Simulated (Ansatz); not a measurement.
System: C₄H₄N, net charge 0, doublet state. It need not be the lowest isomer of its formula. 
Structure (B3LYP-D3(BJ)/def2-TZVP (Ansatz, a program for electronic structure) minimum search):
```
C
C 1 1.3720
H 2 1.0762 1 131.33
H 1 1.0778 2 125.81 3 0.00
N 2 1.3836 3 121.13 1 -180.00
H 5 1.0035 2 126.04 3 0.00
C 5 1.3541 6 126.03 2 -180.00
C 7 1.3627 5 111.38 6 180.00
H 8 1.0753 7 127.81 5 -180.00
```
Charge 0, spin multiplicity 2.

Dipole moments at this geometry, in debye (magnitudes).

```json
[
 {"level": "BLYP/def2-TZVPD", "program": "Ansatz", "dipole (D)": "1.68"},
 {"level": "revPBE/def2-TZVPD", "program": "Ansatz", "dipole (D)": "1.70"},
 {"level": "B3LYP/def2-TZVPD", "program": "Ansatz", "dipole (D)": "1.69"},
 {"level": "BHLYP/def2-TZVPD", "program": "Ansatz", "dipole (D)": "1.69"},
 {"level": "CAM-B3LYP/def2-TZVPD", "program": "Ansatz", "dipole (D)": "?"}
]
```

### Question
Fill in the missing entries.

### Answer

- CAM-B3LYP/def2-TZVPD, dipole (D): 1.71
